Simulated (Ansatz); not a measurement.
Consider the hydrogen abstraction from the Si–H bond: `F[SiH2]Cl` + `[SiH3]`• → `F[SiH]Cl`• + SiH₄.

Gas-phase electronic energies from Ansatz, PBE0-D4/def2-TZVP geometries. CCSD(T)/CBS is extrapolated from def2-TZVPP and def2-QZVPP, frozen cores. Functionals use def2-TZVPP. B3LYP here is the variant with VWN-RPA as its local correlation; programs differ in this. HSE06 is defined as in plane-wave codes. No spin–orbit coupling; open shells (•) take unrestricted orbitals.

| level | ΔE (kJ/mol) | difference from CCSD(T)/CBS |
| --- | --- | --- |
| PBE-D4 | 1.5 | -10.7 |
| revPBE-D4 | 2.1 | -10.1 |
| r2SCAN-D4 | 6.7 | -5.5 |
| PBE0-D4 | 6.7 | -5.5 |
| B3LYP-D4 | 4.2 | -8.0 |
| r2SCAN0-D4 | 9.2 | -3.0 |
| HSE06-D4 | 6.6 | -5.6 |
| BHLYP-D4 | 9.1 | -3.1 |
| CAM-B3LYP-D4 | 6.4 | -5.8 |
| ωB97X-V | 7.2 | -5.0 |
| PBE | 1.3 | -10.9 |
| revPBE | 1.6 | -10.6 |
| BLYP | -0.6 | -12.8 |
| r2SCAN | 6.7 | -5.5 |
| r2SCAN0 | 9.1 | -3.1 |
| BHLYP | 9.1 | -3.1 |
| CAM-B3LYP | 6.2 | -6.0 |
| RPA@PBE/def2-TZVPP | 10.7 | -1.5 |
| HF/def2-SVP | 18.3 | 6.1 |
| MP2/def2-SVP | 16.0 | 3.8 |
| CCSD/def2-SVP | 16.5 | 4.3 |
| HF/def2-TZVPP | 14.1 | 1.9 |
| MP2/def2-TZVPP | 12.8 | 0.6 |
| SCS-MP2/def2-TZVPP | 12.5 | 0.3 |
| CCSD/def2-TZVPP | 14.1 | 1.9 |
| CCSD(T)/def2-TZVPP | 12.9 | 0.7 |
| SCS-MP2/def2-QZVPP | 12.0 | -0.2 |
| CCSD(T)/def2-QZVPP | 12.3 | 0.1 |
| HF/CBS(def2) | 13.5 | 1.3 |
| HF/cc-pV(D+d)Z | 16.0 | 3.8 |
| CCSD(T)/cc-pV(D+d)Z | 13.7 | 1.5 |
| HF/cc-pV(T+d)Z | 14.2 | 2.0 |
| CCSD/cc-pV(T+d)Z | 14.0 | 1.8 |
| HF/cc-pV(Q+d)Z | 13.7 | 1.5 |
| MP2/cc-pV(Q+d)Z | 12.2 | 0.0 |
| CCSD/cc-pV(Q+d)Z | 13.7 | 1.5 |
| CCSD(T)/cc-pV(Q+d)Z | 12.4 | 0.2 |
| HF/CBS(cc) | 13.5 | 1.3 |
| MP2/CBS(cc) | 12.1 | -0.1 |
| CCSD/CBS(cc) | 13.8 | 1.6 |
| CCSD(T)/CBS | 12.2 | 0 |

Largest T1 diagnostic among the species: 0.015.

From PBE to PBE0 (25 % exact exchange), in def2-TZVPP and without D4, ΔE moves by +5.3 kJ/mol. Leaving LDA and LC-ωPBE aside and taking each functional with its dispersion term where it has one, the values, not all of them listed here, spread over 11.5 kJ/mol, from BLYP-D4 to PBE-QIDH. At CCSD(T), def2-SVP lies +3.1 kJ/mol from the extrapolated value and def2-TZVPP +0.7 kJ/mol.
